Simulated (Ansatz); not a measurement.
# AlNH2+ (doublet): wave-function methods side by side, cc-pVDZ

How much of the correlation energy of AlNH2+ (doublet) does each wave-function method recover here?

Computed with Ansatz 0.2.0, Gaussian basis. Level: cc-pVDZ, core rule «outside noble gas», up to 6 orbitals frozen.

The runs, in order: UHF; CCSD(T) on ROHF; CCSD(T) on UHF; BCCD(T) on ROHF; CISD; CCSDT(Q) on ROHF; CCSDT(Q) on UHF; CCSDTQ on ROHF; CASSCF and MRCISD+Q, 9 electrons in 10 orbitals; CASSCF and NEVPT2, 9 electrons in 10 orbitals.

6 further runs of the same task are left out: 2 for a known fault of the program, 4 set aside as unsound or not needed.

## (1) The geometry

The geometry is a PBE0/def2-TZVP stationary point (not a proven minimum) of the parent state, kept for this charge and spin.

4 atoms, charge 1, spin multiplicity 2.

Atoms are counted from 1 here; the program's logs count them from 0.

Bond lengths: Al1–N2 1.810 Å, Al1–H3 1.584 Å, Al1–H4 1.584 Å. Angles: N2–Al1–H3 114.4°, N2–Al1–H4 114.4°, H3–Al1–H4 131.2°.

## (2) UHF

The input, in.yaml:

```yaml
crystal:
  periodic: [false, false, false]
  atoms:
    - {symbol: Al, position_ang: [0.000000, 0.000000, 0.558698]}
    - {symbol: N, position_ang: [0.000000, 0.000000, -1.250890]}
    - {symbol: H, position_ang: [0.000000, 1.442863, 1.213515]}
    - {symbol: H, position_ang: [0.000000, -1.442863, 1.213515]}
basis:
  gaussian: {orbitals: cc-pVDZ}
total_charge: 1
magnetization: {spin_polarized: true, initial_magnetization: 1}
hamiltonian: {xc: hf}
output: {orbitals: {seedname: orbitals}}
```

Launch:

```sh
$ ansatz run in.yaml --threads 1 --pin off --events-out ev --progress --plain --max-ram 2816MiB --backend cpu
```

The runs that follow: CCSD(T) on ROHF; CCSD(T) on UHF; BCCD(T) on ROHF; CISD; CCSDT(Q) on ROHF; CCSDT(Q) on UHF; CCSDTQ on ROHF; CASSCF and MRCISD+Q, 9 electrons in 10 orbitals; CASSCF and NEVPT2, 9 electrons in 10 orbitals.

**Question.** What will the summary of the whole plan be? Wanted: RCCSDTQ below the RHF energy; RMP2 from RCCSDTQ; RCCSD from RCCSDTQ; RCCSD(T) from RCCSDTQ; RCCSDT(Q) from RCCSDTQ; NEVPT2 valence from RCCSDTQ; MRCISD+Q valence from RCCSDTQ; T1 diagnostic; effectively unpaired electrons.

As calculated:

| quantity | value |
| --- | --- |
| RCCSDTQ below the RHF energy | -5.9477 eV |
| RMP2 from RCCSDTQ | +43.25 kcal/mol |
| RCCSD from RCCSDTQ | +9.61 kcal/mol |
| RCCSD(T) from RCCSDTQ | +2.69 kcal/mol |
| RCCSDT(Q) from RCCSDTQ | -0.34 kcal/mol |
| NEVPT2 valence from RCCSDTQ | +15.94 kcal/mol |
| MRCISD+Q valence from RCCSDTQ | +0.44 kcal/mol |
| levels within 1 kcal/mol (43 meV) | RCCSDT, RCCSDT(Q), MRCISD+Q valence |
| T1 diagnostic | 0.101 |
| effectively unpaired electrons | 1.48 |

**Reading.** RCCSD(T) misses by +2.69 kcal/mol, 2.0 % of the correlation energy. The occupations show some static correlation. Of the multireference levels listed MRCISD+Q valence comes nearest in total energy (+0.44 kcal/mol), which doesn't show that its space is the better one. Coupled cluster took another determinant than the lowest Hartree-Fock one. These misses are within one basis, not against nature.
